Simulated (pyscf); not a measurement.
# Insertion: F–SiH: [singlet] + ammonia (NH₃) → H₂N–SiH₂–F

Gas phase, singlet surface, charge 0. Bonds broken: N4–H5. Bonds formed: Si1–N4, Si1–H5. Single points on ωB97X-D3(BJ)/def2-SVP structures (PySCF, gas phase). Correlated levels are frozen-core, on RHF or UHF. ΔMP2 is the change of the MP2 total energy from the triple- to the quadruple-zeta basis.

Transition state (Å):

```xyz
7

Si     0.5150     0.1920    -0.3352
F      0.2115     1.6313    -1.0656
H      0.8573     0.5397     1.0837
N     -1.1169    -0.6517     0.0273
H     -0.0119    -1.3477    -0.3845
H     -1.6636    -0.6103     0.8923
H     -1.7152    -0.8527    -0.7729
```

One imaginary mode, 1612i cm⁻¹; descent along it reached the two sides named, in the forms told below.

| bond | change | reactant side (Å) | saddle | product side |
|---|---|---|---|---|
| N4–H5 | breaks | 1.022 | 1.369 | 2.596 |
| Si1–N4 | forms | 2.077 | 1.873 | 1.711 |
| Si1–H5 | forms | 2.7 | 1.628 | 1.484 |

Electronic energies relative to the separated reactants (eV):

| level | barrier | reaction energy | reverse barrier |
|---|---|---|---|
| ωB97X-D3(BJ)/def2-TZVP | 0.49 | -2.99 | 3.48 |
| PBE/def2-TZVP | 0.20 | -2.70 | 2.90 |
| r²SCAN/def2-TZVP | 0.15 | -3.03 | 3.19 |
| B3LYP-D3(BJ)/def2-TZVP | 0.49 | -2.79 | 3.28 |
| PBE0-D3(BJ)/def2-TZVP | 0.30 | -2.92 | 3.22 |
| M06-2X/def2-TZVP | 0.50 | -2.92 | 3.42 |
| ωB97M-D3(BJ)/def2-TZVP | 0.60 | -2.76 | 3.36 |
| HF/def2-TZVP | 1.34 | -2.87 | 4.21 |
| MP2/def2-QZVPP | 0.45 | -3.02 | 3.47 |
| CCSD/def2-TZVPP | 0.78 | -2.77 | 3.55 |
| CCSD(T)/def2-TZVPP | 0.64 | -2.78 | 3.41 |
| CCSD(T)/def2-TZVPP + ΔMP2(QZVPP) | 0.60 | -2.81 | 3.41 |

With CCSD(T)/def2-TZVPP + ΔMP2(QZVPP) energies and thermal terms (ideal gas, 1 atm, RRHO with modes under 100 cm⁻¹ raised to 100, one conformer, R ln 2 for rigid chiral ones), in eV:

```
T (K)   ΔH‡   ΔG‡     ΔH     ΔG
-----  ----  ----  -----  -----
298    0.55  1.00  -2.78  -2.31
600    0.55  1.46  -2.75  -1.85
900    0.58  1.91  -2.71  -1.41
1200   0.62  2.35  -2.65  -0.98
```

On the reactant side the descent ends in an adduct with a N–Si contact, 1.16 eV under the separated species and 1.65 eV under the saddle at ωB97X-D3(BJ)/def2-TZVP. What is counted as formed (N–Si) is already present as a longer contact in the reactant adduct; forming that adduct is a step of its own. The same reactants have a lower exit, to H₂N–Si:–F [singlet] + H₂ (barrier +0.28 eV at ωB97M-D3(BJ), against +0.60 eV here). This is the saddle that the search found; another between the same sides may lie lower. The CCSD(T) − MP2 part came from Ansatz, without density fitting, on the same reference.
